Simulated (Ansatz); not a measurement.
# H5NSi2: the cost of one run

Program: Ansatz 0.2.0. Level of theory: RKS B3LYP/def2-SVP. These are calculated values, not measurements.

## 1. The structure to begin with

Bond lengths: N1–Si2 1.638 Å, N1–Si3 1.517 Å, N1–H4 0.978 Å, Si2–H5 1.488 Å, Si2–H6 1.485 Å, Si3–H7 1.540 Å, Si3–H8 1.470 Å. Angles: N1–Si2–H5 110.8°, N1–Si2–H6 110.3°, H5–Si2–H6 111.2°, Si2–N1–Si3 126.3°, Si2–N1–H4 107.1°, Si3–N1–H4 113.2°, N1–Si3–H7 112.1°, N1–Si3–H8 111.7°, H7–Si3–H8 107.3°.

Coordinates:

```xyz
8

N    -0.4619   -0.2900   -0.6809
Si   -0.3271    1.3198   -0.4113
Si    0.2948   -1.3887    0.0411
H    -1.4145   -0.4850   -0.7890
H     1.0824    1.7677   -0.5761
H    -0.8432    1.6606    0.9385
H     1.8203   -1.1947   -0.0447
H    -0.0585   -1.4468    1.4665
```

## 2. Relaxing end A

input.yaml

```yaml
crystal:
  periodic: [false, false, false]
  atoms:
    - { symbol: "N", position_ang: [-0.4619, -0.29, -0.6809] }
    - { symbol: Si, position_ang: [-0.3271, 1.3198, -0.4113] }
    - { symbol: Si, position_ang: [0.2948, -1.3887, 0.0411] }
    - { symbol: H, position_ang: [-1.4145, -0.485, -0.789] }
    - { symbol: H, position_ang: [1.0824, 1.7677, -0.5761] }
    - { symbol: H, position_ang: [-0.8432, 1.6606, 0.9385] }
    - { symbol: H, position_ang: [1.8203, -1.1947, -0.0447] }
    - { symbol: H, position_ang: [-0.0585, -1.4468, 1.4665] }
basis:
  gaussian: { orbitals: def2-SVP }
hamiltonian:
  xc: b3lyp
relax:
  f_tol: 0.015
  max_steps: 40
```

Started as:

```console
$ ansatz run input.yaml --threads 1 --pin off --max-ram 2048MiB --backend cpu --events-out ev --progress --plain --runs-dir out
```

What time and memory should one allow on 1 thread of an Arm CPU, shared host?

About 63 s, with a peak of 0.13 GiB.
